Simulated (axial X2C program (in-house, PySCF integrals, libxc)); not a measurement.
# Potential curves of PF, non-relativistic

All values were computed with an axial X2C code built on PySCF integrals. The Hamiltonian is the X2C one with the speed of light multiplied by 100, which is the non-relativistic limit. Basis: P dyall-v3z [8s7p2d1f], F dyall-v3z [6s5p2d1f] (cores contracted in-house); Gaussian nuclei, density fitting, unrestricted open shells. Masses: P 30.974 u, F 18.998 u.

State: M_S = 1, Λ = 0 (beyond evenly filled blocks: π+α, π-α). Energies in eV from the fragments at the same level (P + F). Fits are polynomials in 1 − R0/R over 0.85 to 1.23 times the lowest point R0.

```
 R (Å)      MP2    B3LYP
1.3998  -3.5325  -3.6863
1.4642  -4.1338  -4.2942
1.5125  -4.3915  -4.5586
1.5607  -4.5255  -4.7004
1.6090  -4.5650  -4.7490
1.6653  -4.5208  -4.7164
1.7216  -4.4053  -4.6132
1.7940  -4.1840  -4.4086
1.8825  -3.8441  -4.0892
2.0112  -3.2865  -3.5589
```

Correlated methods: 12 electrons correlated (number of frozen shells: P 2 s, 1 p; F 1 s), 134 virtual spin orbitals or spinors in MP2.

Occupations by symmetry block were frozen at the best pattern of an incomplete PBE0 search. De is counted from the lowest determinant-based energies of the atoms at the same level, without counterpoise correction. MP2 and coupled cluster on one determinant become unreliable at the stretched end.

Task: What are Re, ωe and De at the MP2 level?

Result: At MP2, non-rel.: Re = 1.609 Å, ωe ≈ 845 cm⁻¹, De = 4.56 eV to P + F; Be follows as 0.553 cm⁻¹.

Task: What are Re, ωe and De at the B3LYP level?

Result: At B3LYP, non-rel.: Re = 1.616 Å, ωe ≈ 824 cm⁻¹, De = 4.75 eV to P + F; Be follows as 0.549 cm⁻¹.
